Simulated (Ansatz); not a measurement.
Geometry optimisation, UKS BLYP/cc-pVDZ (Ansatz 0.2.0).

The input (input.yaml):

```yaml
crystal:
  periodic: [false, false, false]
  atoms:
    - { symbol: B, position_ang: [0.0143, -0.5116, 0.7995] }
    - { symbol: S, position_ang: [0.2136, 1.1121, -0.2007] }
    - { symbol: H, position_ang: [0.5465, -1.4363, 0.4993] }
    - { symbol: H, position_ang: [-0.7189, 0.7755, -1.1184] }
magnetization:
  spin_polarized: true
  initial_magnetization: 1
basis:
  gaussian: { orbitals: cc-pVDZ }
hamiltonian:
  xc: blyp
relax:
  f_tol: 0.02
  max_steps: 50
```

Command:

```bash
$ ansatz run input.yaml --threads 1 --pin off --max-ram 2048MiB --backend cpu --events-out ev --progress --plain --runs-dir out
```

**Question.** Where does it end, and by what steps?

**Answer.** It converged. After 7 steps the energy has fallen by 0.910 eV; B1 moved furthest, 0.38 Å.

```csv
step,energy less start (eV),largest force component (eV/Å),accepted
0,0.0000,3.559,yes
1,-0.4878,1.327,yes
2,-0.6296,1.799,yes
3,-0.7948,2.129,yes
4,-0.8726,0.695,yes
5,-0.8326,0.786,no
6,-0.9089,0.191,yes
7,-0.9104,0.011,yes
```

```xyz
4
Properties=species:S:1:pos:R:3
B 0.362 -0.370 0.787
S -0.042 1.139 -0.026
H 0.279 -1.529 0.468
H -0.543 0.699 -1.250
```

Whether the end is a true minimum wasn't checked by a vibrational analysis.

Time of the run: 13 s on 1 thread of AMD EPYC (Zen 3), on a shared host, peak memory 0.12 GiB.
